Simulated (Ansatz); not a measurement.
Geometry optimisation, RKS revPBE/def2-SVP (Ansatz 0.2.0).

Input:

```yaml
crystal:
  periodic: [false, false, false]
  atoms:
    - { symbol: Al, position_ang: [0.125703, 0.510128, -0.371564] }
    - { symbol: O, position_ang: [-0.151131, -0.178079, 2.500659] }
    - { symbol: H, position_ang: [-1.105265, -0.312212, 2.658717] }
    - { symbol: H, position_ang: [1.525602, -0.186784, -0.676749] }
    - { symbol: H, position_ang: [-1.311188, 0.015274, -0.869281] }
    - { symbol: "N", position_ang: [0.149085, 2.168087, 0.524361] }
    - { symbol: H, position_ang: [1.01076, 2.694786, 0.697711] }
    - { symbol: H, position_ang: [-0.64409, 2.817238, 0.506928] }
    - { symbol: H, position_ang: [-0.102076, 0.797062, 2.298518] }
basis:
  gaussian: { orbitals: def2-SVP }
hamiltonian:
  xc: revpbe
relax:
  f_tol: 0.03
  max_steps: 50
output:
  orbitals: {}
```

Command:

```bash
$ ansatz run input.yaml --threads 1 --pin off --max-ram 2048MiB --backend cpu --events-out ev --progress --plain --runs-dir out
```

Question: Where does it end, and by what steps?

Answer: It converged. After 8 steps the energy has fallen by 0.495 eV; O2 moved furthest, 0.51 Å. Joined: Al1–O2 (2.97 → 2.04 Å).

```tsv
step	energy less start (eV)	largest force component (eV/Å)	accepted
0	0.0000	0.965	yes
1	-0.1503	0.713	yes
2	-0.3489	1.069	yes
3	-0.4377	0.903	yes
4	-0.4757	0.338	yes
5	-0.4791	0.299	yes
6	-0.4913	0.171	yes
7	-0.4933	0.085	yes
8	-0.4949	0.030	yes
```

```xyz
9
Properties=species:S:1:pos:R:3
Al 0.070 0.387 0.022
O -0.106 -0.053 2.010
H -0.989 -0.347 2.304
H 1.463 -0.236 -0.471
H -1.358 -0.024 -0.600
N 0.132 2.140 0.732
H 1.009 2.674 0.707
H -0.626 2.800 0.525
H -0.099 0.986 2.040
```

Time of the run: 21 s on 1 thread of Arm Neoverse V1, on a shared host, peak memory 0.13 GiB.
